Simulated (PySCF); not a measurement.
Trend along the third period: MCl cations

PBE0 with double-zeta basis sets in PySCF, for the lowest determinant that a PBE0 search found; no spin–orbit coupling. De refers to high-spin ground-configuration atoms (the charge goes to the atom of lower measured ionisation energy or higher electron affinity, which is not always the lowest computed limit). A positive dipole points towards Cl; it is taken about the centre of mass and depends on that origin.

```json
{"M": "Na", "basis": "def2-SVP", "charged atom": "Na+", "state (unpaired electrons)": "doublet (π ↑)", "Re (Å)": "2.812", "ωe (cm⁻¹)": "154", "De (eV)": "0.42", "μ (D)": "-7.00"}
{"M": "Mg", "basis": "pcseg-1", "charged atom": "Mg+", "state (unpaired electrons)": "singlet (closed shell)", "Re (Å)": "2.164", "ωe (cm⁻¹)": "503", "De (eV)": "2.56", "μ (D)": "-10.82"}
{"M": "Al", "basis": "def2-SVP", "charged atom": "Al+", "state (unpaired electrons)": "doublet (σ ↑)", "Re (Å)": "2.038", "ωe (cm⁻¹)": "598", "De (eV)": "2.09", "μ (D)": "-5.87"}
{"M": "Si", "basis": "def2-SVP", "charged atom": "Si+", "state (unpaired electrons)": "singlet (closed shell)", "Re (Å)": "1.974", "ωe (cm⁻¹)": "670", "De (eV)": "5.09", "μ (D)": "-3.65"}
{"M": "Cl", "basis": "jorge-DZP-DKH", "charged atom": "Cl+", "state (unpaired electrons)": "doublet (π ↑)", "Re (Å)": "1.921", "ωe (cm⁻¹)": "653", "De (eV)": "3.76", "μ (D)": "n/a"}
```

By what factor does the bond length vary along the series?

At PBE0 it runs from 1.921 Å (Cl₂⁺) to 2.812 Å (NaCl⁺), a factor of 1.46.

The rows differ in basis set, which adds steps of its own.

The state changes along the series, so neighbouring rows are not always alike in their bonding.

Weak bonds: NaCl⁺. Basis-set superposition, not corrected here, can be much of De in a small basis, most of all at correlated wavefunction levels. For an ion De counts to the pair picked by the measured ionisation energies or electron affinities, which need not be the lowest pair at this level. States were picked by a PBE0 search and need not be the measured ground states.
